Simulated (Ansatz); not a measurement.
Molecule (SMILES): [CH](Cl)Cl, doublet.
Atoms: C1, Cl2, Cl3, H4. Bonds: C1-Cl2, C1-Cl3, C1-H4.

Basis-set convergence of the optimised C1-Cl2 bond length at MP2 with Ansatz (an electronic-structure program). The reference of a correlated method is not its basis-set limit, which lies further on. Cartesian d functions, on some or all atoms, in 6-311G**, 6-311+G**; all else is spherical. Cores are frozen. Open shells are unrestricted. No added dispersion term, no relativity. Reference: the value in def2-QZVPP, 1.6904 Å. Deviations are taken from unrounded values.

| basis | functions | optimised C1-Cl2 bond length (Å) | minus reference (Å) |
|---|---|---|---|
| def2-SVP | 55 | 1.7052 | 0.0148 |
| 6-311G** | 78 | 1.7056 | 0.0152 |
| 6-311+G** | 90 | 1.7048 | 0.0143 |
| def2-TZVP | 111 | 1.6957 | 0.0053 |
| pcseg-2 | 112 | 1.6940 | 0.0035 |
| def2-TZVPP | 129 | 1.6941 | 0.0037 |
| def2-TZVPPD | 156 | 1.6941 | 0.0037 |
| aug-cc-pV(T+d)Z | 179 | 1.6951 | 0.0047 |
| def2-QZVPP | 227 | 1.6904 | 0.0000 |
